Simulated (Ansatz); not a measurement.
A plane-wave DFT run in Ansatz 0.2.0 (scalar-relativistic PAW potentials unless the input names others): input and command.

```yaml
crystal:
  lattice:
    - [0.0, 2.1849006255, 2.1849006255]
    - [2.1849006255, 0.0, 2.1849006255]
    - [2.1849006255, 2.1849006255, 0.0]
  atoms:
    - { symbol: Al, position: [0.0, 0.0, 0.0] }
    - { symbol: "N", position: [0.75, 0.75, 0.75] }
basis:
  ecutwfc: 500
kpoints:
  mp_grid: { grid: [10, 10, 10] }
hamiltonian:
  xc: r2scan
  hubbard: { sites: [{ species: Al, l: f, u_eff: 4.0 }] }
scf:
  occupations: { method: gaussian, width: 0.02 }
  max_iter: 60
output:
  forces: true
  eigenvalues: true
  stress: true
```

```bash
ansatz run input.yaml --threads 1 --pin off --max-ram 2560MiB --backend cpu --events-out ev --progress --plain --runs-dir out
```

Problem. What will the program do with this input?

Solution. The program refuses it, because of a U on a shell that isn't there (hamiltonian.hubbard: not typed → {"sites": [{"species": "Al", "l": "f", "u_eff": 4.0}]}). Without that key it is accepted.

Abridged log:
```
Error: inconsistent input (hamiltonian.hubbard.sites[].l, hamiltonian.hubbard.sites[].shell): the file of Al doesn't list 4f, and it can't be added: PBE doesn't bind the shell 4f of the free atom, whose level lies at +1.02 eV. Type an atom or ion with it (hamiltonian.pseudopotentials.projection_atoms), take another file or name another shell
```